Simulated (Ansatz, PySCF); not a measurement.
Pair of molecules: H2O (SMILES O) (first 3 atoms) with CH5N (SMILES CN); geometry from S66by8 set.
(charge 0, multiplicity 1):
```xyz
10

O     -2.7530    -0.5845    -0.0078
H     -3.1116     0.3032     0.0246
H     -1.7915    -0.4469     0.0084
N      1.2242    -0.3279     0.0227
H      1.5196    -0.8805    -0.7720
H      1.5343    -0.8386     0.8396
C      1.8835     0.9805    -0.0175
H      1.5730     1.5622     0.8470
H      2.9748     0.9412    -0.0265
H      1.5568     1.5164    -0.9053
```

Monomers are frozen at their geometry in the pair; levels with a basis set take the counterpoise correction. Rows marked so take none.

Frozen-core correlation. Rows in 3-21G carry no dispersion term and start afresh at each structure.

Codes used: Ansatz (Gaussian basis) for Hartree–Fock, density functionals and correlated methods; PySCF for 3-21G rows, the dispersion terms. Values without a source in brackets are computed.

### Question
What interaction energy does HF/3-21G (no counterpoise) give?

### Answer
-4.2 kcal/mol

### Question
What interaction energy does PBE-D3(BJ)/def2-TZVPPD give?

### Answer
-3.2 kcal/mol

### Question
Predict the interaction energy from MP2/aug-cc-pVDZ.

### Answer
-2.9 kcal/mol

Ansatz is an electronic-structure program.
